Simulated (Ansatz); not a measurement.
The input, for Ansatz 0.2.0:

```yaml
crystal:
  periodic: [false, false, false]
  atoms:
    - {symbol: Ga, position_ang: [0.000000, 0.000000, 0.000000]}
    - {symbol: Li, position_ang: [0.000000, 0.000000, 4.491000]}
basis:
  gaussian: {orbitals: def2-SVP}
total_charge: -1
magnetization: {spin_polarized: false, initial_magnetization: 1}
correlation: {method: mp2, electrons: valence}
scf: {lower_state_search: off}
```

```sh
$ ansatz run in.yaml --threads 1 --pin off --events-out ev --progress --plain --max-ram 2393MiB
```

Output:

```
these checks for a lower state are left out or cut short: stability, starts, cluster_reference, orbital_swaps, neighbouring_geometries, increment
448 factors; integrals over basis functions are off by at most 1.7e-4 eV
mean field evaluation 1: about -52526.1032 eV, gradient 1.3e1 eV
mean field evaluation 2: about -52526.1572 eV, gradient 1.2e1 eV
mean field evaluation 4: about -52528.1002 eV, gradient 1.7e0 eV
mean field evaluation 8: about -52528.2426 eV, gradient 7.9e-1 eV
mean field evaluation 16: about -52528.4065 eV, gradient 2.0e-1 eV
mean field evaluation 32: about -52528.7479 eV, gradient 2.4e-3 eV
mean field -52528.74789397 eV, -1930.3958798393 hartree, gradient 4.6e-6 eV, S^2 0.750000; 0 other end points of the search recorded, 0 dependent functions left out
9 core orbitals not correlated: weight in the atoms' cores, before any rotation towards them, 1.000 or more for the frozen orbitals, at most 0.000 for the correlated occupied ones
reference -52528.74789397 eV, -1930.3958798393 hartree; 9, 8 occupied and 23, 24 virtual orbitals, 448 factors
second order -5.27591698 eV of doubles, -0.04744056 eV of singles
Total energy: -52534.07125151 eV, -1930.5915096206 hartree
Checks for a lower state left out: stability, starts, cluster_reference, orbital_swaps, neighbouring_geometries, increment
```

Ran on 1 thread of Arm Neoverse V2, shared host: 0.42 s wall, 0.17 GiB peak host memory.
